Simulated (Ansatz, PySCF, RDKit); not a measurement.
Isomers of C2H5NO. Isolated molecules, 0 K electronic values unless said otherwise. One relaxed conformer stands for each flexible species; it need not be the lowest. Strings in code marks are SMILES.

Quantity: electronic energy of isomers of C2H5NO relative to `CC(N)=O`, in kcal/mol. Force-field values (RDKit) are differences of steric energies, which aren't made for comparing isomers with other bonds.

Level 1: frozen-core CCSD(T)/cc-pVTZ // B3LYP-D3(BJ)/def2-TZVP (Ansatz, a first-principles code)
Level 2: B3LYP-D3(BJ)/def2-TZVP (PySCF)
Level 3: BP86/6-31G* // B3LYP-D3(BJ)/def2-TZVP (PySCF)
Level 4: MMFF94, relaxed from the DFT geometry (RDKit)

```csv
species,level 1,level 2,level 3,level 4
"`C=NCO` (C–N–C–O torsion -130°, N–C–O–H torsion -47°)",35.7,38.5,?,4.07
`C/N=C\O` (N–C–O–H torsion 0°),24.9,27.1,25.4,10.8
`C1NCO1`,?,?,49.3,15.8
```

Problem. Complete the blanks.

Solution. 
- `C=NCO` (C–N–C–O torsion -130°, N–C–O–H torsion -47°), level 3: 39.0
- `C1NCO1`, level 1: 50.7
- `C1NCO1`, level 2: 54.9
